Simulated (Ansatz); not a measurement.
bcc Li, treated with LC-ωPBE in Ansatz (plane waves, PAW).

Settings: plane-wave cutoff 460 eV, 14×14×14 k mesh, Fermi–Dirac smearing 0.05 eV, scalar-relativistic PAW data made under PBE.

Computed at the level's own relaxed cell.

Task: Give the computed volume per atom, bulk modulus, equilibrium lattice constant a and pressure derivative B′ of the bulk modulus.

Result: 
- volume per atom = 21.50 Å³/atom
- bulk modulus = 12.6 GPa
- equilibrium lattice constant a = 3.504 Å
- pressure derivative B′ of the bulk modulus = 3.3

Measured, for comparison: equilibrium volume per atom 20.51 Å³/atom (low-temperature or extrapolated to 0 K; zero-point anharmonic expansion removed; as tabulated in Csonka et al. (2009), arXiv:0903.4037); bulk modulus 13.8 GPa (corrected for temperature and zero-point phonon effects, our sources range from 13.1 to 13.9; as tabulated in Levämäki et al. (2014), arXiv:1402.3671); lattice constant a 3.449 Å (low-temperature or extrapolated to 0 K; zero-point anharmonic expansion removed, our sources range from 3.443 to 3.453; as tabulated in Csonka et al. (2009), arXiv:0903.4037). Computed (rounded) less measured: equilibrium volume per atom +4.8 %, bulk modulus -9 % (-4 % to -9 % over the range), lattice constant a +1.6 % (+1.5 % to +1.8 % over the range).

Ansatz is an electronic-structure program.
